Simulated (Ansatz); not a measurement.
# [PH4]+ (SMILES [PH4+]) at 6 levels

We compute a comparison of 6 runs (BLYP/3-21G, UB3LYP/6-31G, UPBE/3-21G, CCSDT(Q)/3-21G, CCSDTQ/3-21G, CCSD(T)/6-31G) of [PH4]+. 

The calculation is run with Ansatz 0.2.0.

## Step 1: The system as given

The species is [PH4]+ (5 atoms), meant as a singlet with charge +1. As SMILES, `[PH4+]`. The H3–P1 distance was set to 3.438 Å, away from the relaxed value. At this shape a bond of the SMILES string is far longer than usual.

Bond lengths: P1–H2 1.375 Å, P1–H4 1.375 Å, P1–H5 1.375 Å. Angles: H2–P1–H4 109.5°, H2–P1–H5 109.5°, H4–P1–H5 109.5°.

## Step 2: The energy at BLYP/3-21G (run 1)

File job.yaml:

```yaml
basis:
  gaussian: {orbitals: 3-21G.json}
crystal:
  periodic: [false, false, false]
  atoms:
    - symbol: P
      position_ang: [0.925931, 1.524077, -1.036391]
    - symbol: H
      position_ang: [2.283411, 1.462747, -0.825991]
    - symbol: H
      position_ang: [-0.617320, -1.016050, 0.691010]
    - symbol: H
      position_ang: [0.664091, 1.390327, -2.379781]
    - symbol: H
      position_ang: [0.447701, 2.735217, -0.594611]
total_charge: 1
hamiltonian: {xc: {name: BLYP}}
accuracy: high
```

The basis set 3-21G is read from a file made from the Basis Set Exchange's data (not shown).

Launch:

```sh
$ ansatz run job.yaml --threads 1 --pin off --max-ram 2610MiB --events-out events.jsonl --progress --plain --runs-dir runs
```

Standard output:

```text
Warning: RAYON_NUM_THREADS=1 ignored (pool sized by the plan → 1); use --threads N
Functional definition: BLYP
  name "BLYP"
  parameter beta = 0.0042
  parameter a = 0.04918
  parameter b = 0.132
  parameter c = 0.2533
  parameter d = 0.349
  exchange = b88_x(beta = beta)
  correlation = lyp_c(a = a, b = b, c = c, d = d)
403 factors; integrals over basis functions are off by at most 4.8e-9 eV
mean field evaluation 1: about -9285.7541 eV, gradient 3.1e1 eV
mean field evaluation 2: about -9270.2921 eV, gradient 5.3e1 eV
mean field evaluation 4: about -9276.5986 eV, gradient 3.3e1 eV
mean field evaluation 8: about -9289.3989 eV, gradient 9.5e0 eV
mean field evaluation 16: about -9292.4356 eV, gradient 3.5e-9 eV
mean field -9292.43564876 eV, -341.4907114527 hartree, gradient 8.3e-9 eV, S^2 0.000000; 0 other end points of the search recorded, 0 dependent functions left out
reference -9292.43568863 eV, -341.4907129179 hartree; 9, 9 occupied and 12, 12 virtual orbitals, 403 factors
Total energy: -9292.43568863 eV, -341.4907129179 hartree
```

It took 0.81 s on 1 thread of AMD EPYC 7R43 (Zen 3), shared host; peak memory 0.1 GiB.

## Step 3: The energy at UB3LYP/6-31G (run 2)

File in.yaml:

```yaml
crystal:
  periodic: [false, false, false]
  atoms:
    - {symbol: P, position_ang: [0.925931, 1.524077, -1.036391]}
    - {symbol: H, position_ang: [2.283411, 1.462747, -0.825991]}
    - {symbol: H, position_ang: [-0.617320, -1.016050, 0.691010]}
    - {symbol: H, position_ang: [0.664091, 1.390327, -2.379781]}
    - {symbol: H, position_ang: [0.447701, 2.735217, -0.594611]}
basis:
  gaussian: {orbitals: 6-31G}
total_charge: 1
magnetization: {spin_polarized: true, initial_magnetization: 0}
hamiltonian: {xc: {name: B3LYP}}
accuracy: high
```

Launch:

```sh
$ ansatz run in.yaml --threads 1 --pin off --max-ram 2610MiB --events-out events.jsonl --progress --plain --runs-dir runs
```

Standard output:

```text
Warning: RAYON_NUM_THREADS=1 ignored (pool sized by the plan → 1); use --threads N
Functional definition: B3LYP
  name "B3LYP"
  parameter a0 = 0.2
  parameter ax = 0.72
  parameter ac = 0.81
  exchange = (1 - a0 - ax)*slater_x + ax*b88_x + a0*exact_x
  correlation = (1 - ac)*vwn_rpa_c + ac*lyp_c
461 factors; integrals over basis functions are off by at most 4.1e-9 eV
mean field evaluation 1: about -9334.0138 eV, gradient 1.8e1 eV
mean field evaluation 2: about -9320.6547 eV, gradient 3.2e1 eV
mean field evaluation 4: about -9326.9283 eV, gradient 2.3e1 eV
mean field evaluation 8: about -9337.2797 eV, gradient 6.1e0 eV
mean field evaluation 16: about -9340.4154 eV, gradient 7.3e-1 eV
mean field evaluation 32: about -9340.4437 eV, gradient 3.6e-3 eV
mean field -9340.44374863 eV, -343.2549765819 hartree, gradient 1.7e-8 eV, S^2 0.794305; 2 other end points of the search recorded, 0 dependent functions left out
reference -9340.44378424 eV, -343.2549778908 hartree; 9, 9 occupied and 12, 12 virtual orbitals, 461 factors
Total energy: -9340.44378424 eV, -343.2549778908 hartree
```

It took 2 s on 1 thread of AMD EPYC 7R43 (Zen 3), shared host; peak memory 0.13 GiB.

Runs 3 to 5 aren't shown in full; the table further down has their settings and results.

## Step 4: A single-point energy at CCSD(T)/6-31G (run 6)

File run.yaml:

```yaml
crystal:
  periodic: [false, false, false]
  atoms:
    - {symbol: P, position_ang: [0.925931, 1.524077, -1.036391]}
    - {symbol: H, position_ang: [2.283411, 1.462747, -0.825991]}
    - {symbol: H, position_ang: [-0.617320, -1.016050, 0.691010]}
    - {symbol: H, position_ang: [0.664091, 1.390327, -2.379781]}
    - {symbol: H, position_ang: [0.447701, 2.735217, -0.594611]}
basis:
  gaussian: {orbitals: 6-31G}
total_charge: 1
correlation: {method: ccsd_t, frozen_orbitals: {H: 0, P: 5}}
accuracy: high
scf: {omitted_lower_state_checks: [cluster_reference, increment]}
```

Launch:

```sh
$ ansatz run run.yaml --threads 1 --pin off --max-ram 2610MiB --events-out events.jsonl --progress --plain --runs-dir runs
```

Standard output:

```text
Warning: RAYON_NUM_THREADS=1 ignored (pool sized by the plan → 1); use --threads N
[... 11 lines left out ...]
5 core orbitals not correlated: weight in the atoms' cores, before any rotation towards them, 1.000 or more for the frozen orbitals, at most 0.000 for the correlated occupied ones
[... 33 lines left out ...]
WARN: these amplitudes may be one of several solutions (largest doubles amplitude 0.80, level shift 4.79 eV)
Total energy: -9324.13128547 eV, -342.6555046179 hartree
Checks for a lower state left out: cluster_reference, increment
```

Wall time 0.26 s (1 thread of AMD EPYC 7R43 (Zen 3), shared host).

## Step 5: All runs side by side

```csv
run,level,frozen core orbitals,energy (Eh),wall time
1,BLYP/3-21G,–,-341.490713,0.81 s
2,UB3LYP/6-31G,–,-343.254978,2 s
3,UPBE/3-21G,–,-341.352797,2.6 s
4,CCSDT(Q)/3-21G,5,-340.956641,0.49 s
5,CCSDTQ/3-21G,5,-340.956566,6 s
6,CCSD(T)/6-31G,5,-342.655505,0.26 s
```

## Step 6: Summary of results

```
                                          quantity          value
                               run 6: total energy  -342.65550 Eh
run 6: correlation energy (5 core orbitals frozen)     -182.0 mEh
                             run 6: (T) correction     -10.20 mEh
                              run 6: T1 diagnostic          0.123
```

In words: Totals of different functionals can't be ranked against each other. In run 6 the T1 diagnostic is large, so a single reference may not serve. In runs 4, 5, 6 the log says that unrestricted orbitals would lower the reference, so the values rest on an unstable closed-shell determinant (other closed-shell runs at this shape may share the fault). Spin contamination of the reference: run 2 ⟨S²⟩ = 0.79, run 3 ⟨S²⟩ = 0.73. Where it is this large, the reference is a mixture of spin states, and values that rest on it are in doubt. All runs together took 12 s, the longest 6 s.
